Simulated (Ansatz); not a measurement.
`F/C=C(\F)CF` + H₂ → `C=C(F)CF` + H–F at 298.15 K and 1 bar (hydrogenolysis of a C–F bond).

Calculated with Ansatz (gas phase, PBE0-D4/def2-TZVP geometries, no zero-point term in ΔE). CCSD(T)/CBS adds triple-zeta CCSD(T) − MP2 to the extrapolated MP2 energy (def2 sets, frozen cores). This one scheme is used for every species. One conformer a species, not always the lowest.

```tsv
species	CCSD(T)/CBS energy (Eh)	H − E (kJ/mol)	S (J/(mol·K))
`F/C=C(\F)CF`	-415.28050	171.1	325.2
H₂	-1.17544	35.1	130.4
`C=C(F)CF`	-316.10894	187.7	303.3
H–F	-100.39570	33.5	173.6
```

H − E and S are ideal-gas, rigid-rotor, harmonic terms from PBE0-D4/def2-TZVP, for one conformer and one mirror image of each species. The MP2-based limit puts H₂ 0.8 mEh under its directly extrapolated value; such offsets cancel only in part. 1 Eh = 2625.50 kJ/mol, R = 8.31446 J/(mol·K).

By hand: ΔE, ΔH, ΔS and ΔG.

ΔE = (-316.10894) + (-100.39570) − (-415.28050) − (-1.17544) = -0.04870 Eh = -127.9 kJ/mol. Δ(H − E) = 187.7 + 33.5 − 171.1 − 35.1 = 15.0, so ΔH = -112.9 kJ/mol. ΔS = 303.3 + 173.6 − 325.2 − 130.4 = 21.3 J/(mol·K). ΔG = -112.9 − 298.15 × (21.3)/1000 = -119.3 kJ/mol.

By hand: the equilibrium constant, and the temperature at which ΔG would vanish if ΔH and ΔS stayed fixed.

log₁₀ K = −ΔG/(RT ln 10) = 20.9. ΔH and −TΔS have one sign here, so there is no such temperature.

ΔH outweighs TΔS. A doubt of 5 kJ/mol in ΔE shifts log₁₀ K by 0.9 here. Other conformers and mirror images would add mixing entropy, several J/(mol·K) or more a flexible species. These are equilibria of isolated gas molecules and say nothing of rates. Largest T1 diagnostic: 0.012 (customary marks: 0.02 for closed shells, 0.045 for open ones).
